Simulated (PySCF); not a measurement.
These are PySCF with PBE-D3(BJ)/def2-TZVP // B3LYP-D3(BJ)/def2-SVP values and carry that method's errors. Isolated molecules, 0 K electronic values unless said otherwise. Delta-SCF ions had no search for a lower state. 

Reference species (SMILES): `N` (neutral, multiplicity 1).

```yaml
dipole_moment: 1.75 D
HOMO–LUMO gap: 6.26 eV
vertical ionisation energy (Delta-SCF): 10.98 eV
```

Changed species: `CSC` (free base S(CH3)2; the reference has free base NH3).

**Question.** What does the change do to the dipole moment, HOMO–LUMO gap and vertical ionisation energy (Delta-SCF)?

**Answer.** the dipole moment drops by 0.22 D, to 1.53 D; the HOMO–LUMO gap drops by 1.28 eV, to 4.98 eV; the vertical ionisation energy (Delta-SCF) decreases by 2.48 eV, to 8.50 eV.
